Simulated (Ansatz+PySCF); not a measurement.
Results of a calculation; reference values are marked as such.
Input for Ansatz (development build ahead of 0.2.0):

```yaml
crystal:
  periodic: [false, false, false]
  atoms:
    - { symbol: C, position_ang: [0.0, 0.0, -0.63774] }
    - { symbol: F, position_ang: [0.0, 0.0, 0.63774] }
basis:
  gaussian: { orbitals: cc-pVTZ }
magnetization:
  spin_polarized: true
  initial_magnetization: 1
hamiltonian:
  xc: hf
correlation:
  method: mp2
  frozen_orbitals: { C: 1, F: 1 }
output:
  forces: true
```

The input is written out in the form of the current development build from the run's settings.

Results

| Item | Value |
| --- | --- |
| Converged | yes |
| Reference energy | -137.22480 hartree |
| Correlation energy | -0.35233 hartree |
| Total energy | -137.57713 hartree |
| Spin squared of the determinant | 0.762 |
| Stability test | minimum |
| Occupied orbitals by symmetry in an Abelian subgroup (alpha; beta) | 5 A1 2 B1 1 B2; 5 A1 1 B1 1 B2 |

Forces (eV/Å):
```tsv
atom	Fx	Fy	Fz
C1	0.000	0.000	0.125
F2	0.000	0.000	-0.125
```
